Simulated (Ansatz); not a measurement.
# Cl3Dy (DyCl3): the cost of one run

Method: as each input shows; program: Ansatz 0.2.0, Gaussian basis.

Plan: PBE-D4/def2-TZVP, r2SCAN-D4/def2-TZVP, B3LYP-D4/def2-TZVP, B2PLYP/def2-TZVP, LC-ωPBE/def2-TZVP, BHLYP-D4/def2-TZVP, PBE-QIDH/def2-TZVP, PBE-D4/def2-SVP, PBE0-D4/def2-SVP, CCSD(T)/def2-SVP, MP2/def2-TZVP, RPA/def2-TZVP.

## 1. The relaxed structure

The geometry is that of the sextet, from an earlier relaxation (PBE0-D4/def2-SVP).

4 atoms, charge 0, spin multiplicity 6.

Atoms are counted from 1 here; the program's logs count them from 0.

Bond lengths: Dy1–Cl2 2.434 Å, Dy1–Cl3 2.431 Å, Dy1–Cl4 2.431 Å. Angles: Cl2–Dy1–Cl3 120.2°, Cl2–Dy1–Cl4 120.2°, Cl3–Dy1–Cl4 118.5°.

Dy takes a core potential in the def2 sets. No spin-orbit coupling is included.

PBE0-D4/def2-TZVP was run before; its log isn't repeated, and its numbers join the tables.

## 2. PBE-D4/def2-TZVP

start.molden holds the orbitals of an earlier run on this state, given as this run's starting guess.

The input, in.yaml:

```yaml
crystal:
  periodic: [false, false, false]
  atoms:
    - {symbol: Dy, position_ang: [0.008577, -0.000424, 0.108527]}
    - {symbol: Cl, position_ang: [2.440204, -0.022837, -0.003293]}
    - {symbol: Cl, position_ang: [-1.204735, 2.100689, -0.046948]}
    - {symbol: Cl, position_ang: [-1.244046, -2.077428, -0.058286]}
basis:
  gaussian: {orbitals: def2-TZVP, initial_orbitals: start.molden}
magnetization: {spin_polarized: true, initial_magnetization: 5}
hamiltonian: {xc: pbe, dispersion: d4}
scf: {omitted_lower_state_checks: [starts]}
output: {forces: true, orbitals: {seedname: orbitals}}
```

The run is started by

```
> ansatz run in.yaml --threads 4 --pin off --events-out ev --progress --plain --max-ram 8704MiB
```

Q: Estimate wall time and peak memory on 4 threads of Intel Xeon 6975P-C, shared host.

About 25 s, with a peak of 0.76 GiB.
